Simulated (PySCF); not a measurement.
H₆NSi₂ (doublet state).
Structure used (GFN2-xTB), in Å, numbered top down from 1:
```xyz
9
H6NSi2 angstrom
N     -1.773    0.306    0.040
Si    -0.495   -0.862    0.186
Si     1.519    0.127   -0.213
H     -2.698    0.091    0.373
H     -1.832    0.876   -0.788
H     -0.825   -1.446    1.498
H      2.538   -0.908   -0.001
H      2.011    1.311    0.511
H      1.568    0.511   -1.632
```

The hyperfine couplings belong to this conformer and change with its torsions.

As a line formula: `N[SiH][SiH3]` [radical].

Computed with PySCF 2.14.0, UKS B3LYP, pcH-1 on H N Si, non-relativistic, mean-field spin-orbit, GIAO. Isolated species at its GFN2-xTB geometry (one conformer only). A GFN2-xTB geometry isn't a minimum of the functional, and hyperfine couplings can be far from their values at a DFT geometry, by a factor of two or more for some ions and for spin on atoms past the first row. No stability test was run, so a lower SCF solution isn't excluded.

(1) Match the computed a_iso(29Si) values -394.2, -109.6 MHz with the sites Si2; Si3.

(2) Match the computed a_iso(1H) values +51.3, +22.3, -10.9 MHz (means over equivalent nuclei) with the sites H4/H5; H6; H7/H8/H9.

Answers

(1) 
```json
{"site": "Si2", "a_iso (MHz)": "-394.2", "ρ(0) (bohr⁻³)": "+0.4445", "position": "largest spin population", "distance from Si2 (Å)": "0.00", "spin population": "+0.73", "largest |T| (MHz)": "134.5"}
{"site": "Si3", "a_iso (MHz)": "-109.6", "ρ(0) (bohr⁻³)": "+0.1234", "position": "1 bond from Si2", "distance from Si2 (Å)": "2.28", "spin population": "+0.07", "largest |T| (MHz)": "18.8"}
```

(2) 
| site | a_iso (MHz) | ρ(0) (bohr⁻³) | position | distance from Si2 (Å) | bound to | spin population there | largest \|T\| (MHz) |
| --- | --- | --- | --- | --- | --- | --- | --- |
| H4/H5 | -10.9 | -0.0024 | 2 bonds from Si2, on N1 of spin population +0.16 | 2.40 | N1 | +0.16 | 15.3 |
| H6 | +51.3 | +0.0115 | 1 bond from Si2 | 1.47 | Si2 | +0.73 | 7.3 |
| H7/H8/H9 | +22.3 | +0.0050 | 2 bonds from Si2 | 3.15 | Si3 | +0.07 | 3.6 |

ρ(0) is the spin density at the nucleus and T the dipolar tensor; a_iso includes a spin–orbit part; entries for several nuclei are means. Largest spin populations (Mulliken): Si2 (+0.73), N1 (+0.16) and Si3 (+0.07). The angles at Si2 add up to 332.0°, so it is pyramidal.

β density exceeds α density at some nuclei, such as H4/H5 (-0.0024), spin density in bohr⁻³. In a single determinant that takes different orbitals for the two spins, that is spin polarisation.

Nuclei that the bonding pattern makes equivalent are averaged, as if the motion that swaps them (rotation, inversion, ring flip) were fast. The three 1H nuclei of mean +22.3 MHz run from -6.0 to 77.1 MHz in the frozen geometry.

Hardware: Arm Neoverse N1, one thread, shared host with 48 logical CPUs at a one-minute load of 30. Cost: 27 s wall (with the writing of density and orbital grids), 0.59 GiB resident at most.
